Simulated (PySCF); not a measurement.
## Working out the ionisation energy of Cl

Cl [Ne] 3s2 3p5 (2P) → Cl+ [Ne] 3s2 3p4 (3P). Computed with PySCF 2.14 in jorge-DZP-DKH (7s4p1d, 24 functions), with the spin-free X2C one-electron Hamiltonian (Gaussian nucleus). Frozen: [Ne]. Energies in hartree (1 hartree = 27.21139 eV):

```json
{"part": "UHF", "Cl (lower)": "-460.883758", "Cl+ (upper)": "-460.451080"}
{"part": "CCSD correlation", "Cl (lower)": "-0.132978", "Cl+ (upper)": "-0.111811"}
{"part": "(T)", "Cl (lower)": "-0.001420", "Cl+ (upper)": "-0.001183"}
```

Q: What does Hartree-Fock give?

A: (-460.451080) − (-460.883758) = 0.432678 hartree = 11.774 eV.

Q: What do CCSD and CCSD(T) give?

A: The CCSD correlation energies differ by 0.021167 hartree = 0.576 eV and the triples by 0.000237 hartree = 0.006 eV, so CCSD gives 12.350 eV and CCSD(T) 12.356 eV.

Measured between the centres of the two terms (NIST): 12.974 eV, so CCSD(T) (valence) is off by -0.618 eV.

A double-zeta basis recovers only part of the correlation energy.

What remains against the reference includes basis incompleteness, the frozen core and higher excitations.
